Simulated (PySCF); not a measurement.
# How far each method lies from RCCSDT for HAl–NH⁺, doublet

Geometry: that of the HAl–NH, triplet, kept fixed.

```xyz
4

Al    0.0000   -0.0849    0.6205
N     0.0000    0.0356   -1.1435
H     0.0000    1.3500    1.3538
H     0.0000    0.4271   -2.0731
```

Basis 6-31G; PySCF 2.14.0. Correlated methods freeze the noble-gas cores, which leaves 9 electrons in 20 orbitals. R marks a restricted (for open shells ROHF) determinant, U an unrestricted one.

Full CI isn't at hand for all of this; RCCSDT serves as the reference. It lacks quadruple excitations, which often exceed the step from CCSD(T) to CCSDT. The frozen core follows each run's orbitals, which can shift R against U totals by a few meV.

```
UHF ⟨S²⟩                          : 0.781
T1 diagnostic (ROHF- or RHF-based CCSD)             : 0.0376
largest doubles amplitude (ROHF- or RHF-based CCSD) : 0.069
T1 diagnostic (UCCSD)             : 0.0328
```

```csv
level,E − E(RCCSDT) (kcal/mol),share of correlation (%),wall time
RHF,91.10,0.00,–
UHF,89.32,1.96,–
RMP2,17.63,80.65,–
UMP2,17.11,81.22,–
RCCSD,2.81,96.91,–
UCCSD,2.79,96.94,–
RCCSD(T),0.53,99.42,0.59 s
UCCSD(T),0.56,99.38,0.44 s
UCCSDT,0.00,100.00,15 s
```

The correlation energy at RCCSDT, counted from RHF, is -3.950 eV. That run took 15 s on 1 thread of Arm Neoverse V1, shared host.

Times are those of the correlated step on a shared host, with one SCF added for the restricted CCSD run; they ran on 1 thread of Arm Neoverse V1.
